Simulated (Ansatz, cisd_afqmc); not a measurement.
Species: PH$_{4}$, charge 1, singlet. PH4+ (SMILES [PH4+]).
B3LYP-D3(BJ)/def2-TZVP minimum from Ansatz (a first-principles code):
```
P
H 1 1.3979
H 1 1.3979 2 109.47
H 1 1.3979 2 109.47 3 -120.00
H 1 1.3979 2 109.47 4 -120.00
```
Charge +1, spin multiplicity 1.

Total energies in cc-pV(D+d)Z, 8 correlated electrons, 5 frozen orbitals. Open shells are spin-unrestricted; no spin-orbit coupling. Cores are frozen in correlated methods. No relativity. AFQMC is phaseless with a CISD trial state; ± is one standard error, without the phaseless bias. Outlying blocks are dropped, and bars are widened where a walk drifts. Over all cases where full CI ran beside it in this data, AFQMC minus full CI had a median of +0.1 mEh and passed +0.4 mEh in a tenth of the cases.

| method | program | energy (Eh) | minus CCSDTQ (mEh) |
|---|---|---|---|
| HF | Ansatz | -342.79293 | 162.66 |
| MP2 | Ansatz | -342.92143 | 34.16 |
| CCSD | Ansatz | -342.95168 | 3.91 |
| CCSD(T) | Ansatz | -342.95485 | 0.74 |
| CCSDT(Q) | Ansatz | -342.95558 | 0.01 |
| CCSDTQ | Ansatz | -342.95559 | 0.00 |
| AFQMC/CISD | cisd_afqmc | -342.9557 ± 0.0001 | -0.1 ± 0.1 |

Rough core times of Ansatz's runs on a shared machine: CCSD(T) under 20 s, CCSDT(Q) under 20 s, CCSDTQ 2 min.
